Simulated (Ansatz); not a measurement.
# H₂NOSi radical: one structure at several levels

An exercise on one series of results from a longer session: the logs are not shown, and one member is left open.

The runs use Ansatz 0.2.0, Gaussian basis; single points in def2-TZVPP.

Correlated methods freeze the cores. Orbitals are unrestricted.

### Starting geometry

SMILES `N[Si]=O`, 5 atoms, charge 0, spin multiplicity 2.

Atoms are counted from 1 here; the program's logs count them from 0.

Bond lengths: N1–Si2 1.678 Å, N1–H4 1.075 Å, N1–H5 1.049 Å, Si2–O3 1.469 Å. Angles: Si2–N1–H4 127.5°, Si2–N1–H5 119.3°, H4–N1–H5 113.2°, N1–Si2–O3 127.4°.

As a file:

```xyz
5

N    -0.47320    0.43130   -0.24450
Si    0.33110   -0.51070    0.88710
O     1.44320   -1.43920    0.64630
H    -1.37950    0.99120   -0.10360
H    -0.10160    0.48670   -1.22360
```

Set-up of the first run:

The input, run/in.yaml:

```yaml
crystal:
  periodic: [false, false, false]
  atoms:
    - {symbol: N, position_ang: [-0.473200, 0.431300, -0.244500]}
    - {symbol: Si, position_ang: [0.331100, -0.510700, 0.887100]}
    - {symbol: O, position_ang: [1.443200, -1.439200, 0.646300]}
    - {symbol: H, position_ang: [-1.379500, 0.991200, -0.103600]}
    - {symbol: H, position_ang: [-0.101600, 0.486700, -1.223600]}
basis:
  gaussian: {orbitals: def2-TZVPP}
magnetization: {spin_polarized: true, initial_magnetization: 1}
correlation: {method: ccsd_t}
scf: {omitted_lower_state_checks: [cluster_reference]}
output: {forces: true}
```

The command line of these runs was not kept.

Steps of the session up to this table: CCSD(T)/def2-TZVPP; PBE0-D4/def2-TZVPP; wB97M-V/def2-TZVPP; r2SCAN-D4/def2-TZVPP; PBE-D4/def2-TZVPP; BHLYP-D4/def2-TZVPP; B97M-V/def2-TZVPP.

One of the session's tables, all rows but one given; the rest of the session is left out.

```
   method  RMS force component (eV/Å)  angle to CCSD(T) forces (°)  dipole (D)
  CCSD(T)                       1.818                    reference        4.56
  PBE0-D4                           ?                            ?           ?
  wB97M-V                       1.691                          3.2        4.67
r2SCAN-D4                       1.733                          1.3        4.59
   PBE-D4                       1.901                          6.7        4.41
 BHLYP-D4                       1.552                         13.4        4.83
   B97M-V                       1.688                          5.2        4.49
```

**Question.** Estimate the row for PBE0-D4.

**Answer.** RMS force component (eV/Å): 1.670; angle to CCSD(T) forces (°): 3.4; dipole (D): 4.64. In the column «RMS force component (eV/Å)» it lies between BHLYP-D4 (1.552) and B97M-V (1.688).
